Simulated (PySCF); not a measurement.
**One molecule, a ladder of functionals, a line**

Molecule: SMILES BCC, C₂H₇B.

Bonds (- single, = double, # triple, : aromatic): B1-C2 1.557 Å, C2-C3 1.524 Å. B1 carries H4, H5; C2 carries H6, H7; C3 carries H8, H9, H10.

GIAO shieldings (ppm, equivalent atoms averaged) in PySCF on the PBE0-D3(BJ)/def2-SVP geometry, basis pcSseg-2, gas phase, non-relativistic:

```tsv
functional	exact exchange (%)	σ(B1)	σ(C2)
BLYP	0	-4.6	141.4
BP86	0	-1.7	146.3
PBE	0	-4.3	145.7
B3LYP	20	1.7	148.4
PBE0	25	4.4	154.1
BHandHLYP	50	11.4	156.8
HF	100	30.3	168.7
```

Question: Fit each shielding as a line in the percentage of exact exchange.

Answer: σ(B1) = -4.0 + 0.33 x (rms 1.1 ppm); σ(C2) = 144.9 + 0.24 x (rms 2.0 ppm). The functionals also differ in their semilocal parts, which the line can't hold; Hartree–Fock has no correlation at all.

Question: What does the line predict for mPW1PW91 (25 %), and what does the run give?

Answer: σ(B1): 4.2 predicted, 5.2 computed; σ(C2): 150.9 predicted, 154.2 computed ppm.
